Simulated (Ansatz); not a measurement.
Species: S2, net charge 0, triplet state. SMILES: S=S
Geometry from a B3LYP-D3(BJ)/def2-TZVP (Ansatz, a quantum-chemistry and plane-wave program) optimisation:
```
S
S 1 1.9037
```
Charge 0, spin multiplicity 3.

Wanted: vertical ionisation energy to the doublet, in eV. Set-up: no spin-orbit coupling; 6-311+G** with 5d, 6d on Na to Ar in Ansatz; non-relativistic; 6-31G* and kin with 6d, 5d where marked; open shells spin-unrestricted; each state is the SCF solution reached for its charge and spin. First-principles rows: single points at B3LYP-D3(BJ) geometries (Ansatz).

Measured values: CCCBDB table in ASE; they hold spin-orbit and core effects. 

Value to compare with, the measured value: 9.55 eV.

```
level             program  vertical ionisation energy to the doublet (eV)  error
----------------  -------  ----------------------------------------------  -----
B3LYP/STO-3G       Ansatz                                            6.64  -2.91
B3LYP/3-21G        Ansatz                                           10.03   0.48
B3LYP/6-31G*       Ansatz                                            9.73   0.18
B3LYP/6-311+G**    Ansatz                                            9.73   0.18
B3LYP/def2-TZVPD   Ansatz                                            9.66   0.11
```

Among the 4 habitual levels, B3LYP/STO-3G lies farthest from the measured value (-2.91 eV); 3 of 4 lie above it, and their mean absolute error is 0.94 eV, the median 0.33. One case shows no general order.

The sets are all those run for this method; runs whose electronic state is in doubt are left out.
